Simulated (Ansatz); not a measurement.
# BNH3 (quartet): wave-function methods side by side at distance B1–H4 along a hydrogen transfer = 1.110 Å, cc-pVDZ

Aim: climb from Hartree-Fock through coupled cluster and multireference methods for BNH3 (quartet) at one geometry and basis, and see what each rung misses.

Program: Ansatz 0.2.0, Gaussian basis. Level of theory: cc-pVDZ, core rule «outside noble gas», up to 2 orbitals frozen. These are calculated values, not measurements.

The runs, in order: UHF; CCSD(T) on ROHF; CCSD(T) on UHF; BCCD(T) on ROHF; CISD; CCSDT(Q) on ROHF; CCSDT(Q) on UHF; CASSCF and MRCISD+Q, 5 electrons in 5 orbitals; CASSCF and NEVPT2, 5 electrons in 5 orbitals; CASSCF and MRCISD+Q, 11 electrons in 11 orbitals; CASSCF and NEVPT2, 11 electrons in 11 orbitals.

16 further runs of the same task are left out: 8 for a known fault of the program, 4 that didn't finish, 4 set aside as unsound or not needed.

### Step 1. The geometry

The geometry derives from fragments relaxed apart (PBE0/def2-TZVP) and kept rigid, so it is no stationary point. A hydrogen atom is moved between rigid fragments.

5 atoms, charge 0, spin multiplicity 4.

Atoms are counted from 1 here; the program's logs count them from 0.

Bond lengths: B1–H2 1.193 Å, B1–H3 1.193 Å, B1–H4 1.110 Å. Angles: H2–B1–H3 120.0°, H2–B1–H4 120.0°, H3–B1–H4 120.0°.

### Step 2. UHF

Input file in.yaml:

```yaml
crystal:
  periodic: [false, false, false]
  atoms:
    - {symbol: B, position_ang: [-1.421720, 0.000000, 0.000000]}
    - {symbol: H, position_ang: [-2.018453, 1.033571, 0.000000]}
    - {symbol: H, position_ang: [-2.018453, -1.033571, 0.000000]}
    - {symbol: H, position_ang: [-0.311720, 0.000000, 0.000000]}
    - {symbol: N, position_ang: [1.410280, 0.000000, 0.000000]}
basis:
  gaussian: {orbitals: cc-pVDZ}
magnetization: {spin_polarized: true, initial_magnetization: 3}
hamiltonian: {xc: hf}
output: {orbitals: {seedname: orbitals}}
```

The run is started by

```bash
> ansatz run in.yaml --threads 1 --pin off --events-out ev --progress --plain --max-ram 2393MiB
```

After this run come: CCSD(T) on ROHF; CCSD(T) on UHF; BCCD(T) on ROHF; CISD; CCSDT(Q) on ROHF; CCSDT(Q) on UHF; CASSCF and MRCISD+Q, 5 electrons in 5 orbitals; CASSCF and NEVPT2, 5 electrons in 5 orbitals; CASSCF and MRCISD+Q, 11 electrons in 11 orbitals; CASSCF and NEVPT2, 11 electrons in 11 orbitals.

**Question.** What will the summary of the whole plan be? Wanted: UCCSDT(Q) below the RHF energy; RMP2 from UCCSDT(Q); UMP2 from UCCSDT(Q); RCCSD from UCCSDT(Q); RCCSD(T) from UCCSDT(Q); UCCSD(T) from UCCSDT(Q); RCCSDT(Q) from UCCSDT(Q); NEVPT2 pair from UCCSDT(Q); MRCISD+Q pair from UCCSDT(Q).

As calculated:

| quantity | value |
| --- | --- |
| UCCSDT(Q) below the RHF energy | -5.8271 eV |
| RMP2 from UCCSDT(Q) | +1193.3 meV |
| UMP2 from UCCSDT(Q) | +1177.3 meV |
| RCCSD from UCCSDT(Q) | +90.6 meV |
| RCCSD(T) from UCCSDT(Q) | +19.5 meV |
| UCCSD(T) from UCCSDT(Q) | +17.7 meV |
| RCCSDT(Q) from UCCSDT(Q) | +1.9 meV |
| NEVPT2 pair from UCCSDT(Q) | +1195.9 meV |
| MRCISD+Q pair from UCCSDT(Q) | -16.6 meV |
| NEVPT2 valence from UCCSDT(Q) | +1142.1 meV |
| levels within 1 kcal/mol (43 meV) | RCCSD(T), UCCSD(T), BCCD(T), RCCSDT, UCCSDT, RCCSDT(Q), MRCISD+Q pair, MRCISD+Q valence |
| T1 diagnostic | 0.013 |
| effectively unpaired electrons | 3.01 |

What this shows: RCCSD(T) misses by +19.5 meV, 0.3 % of the correlation energy. One determinant dominates. Of the multireference levels listed MRCISD+Q valence comes nearest in total energy (+1.9 meV), which doesn't show that its space is the better one. These misses are within one basis, not against nature; the frozen cores of restricted and unrestricted runs differ, which can shift their rows.
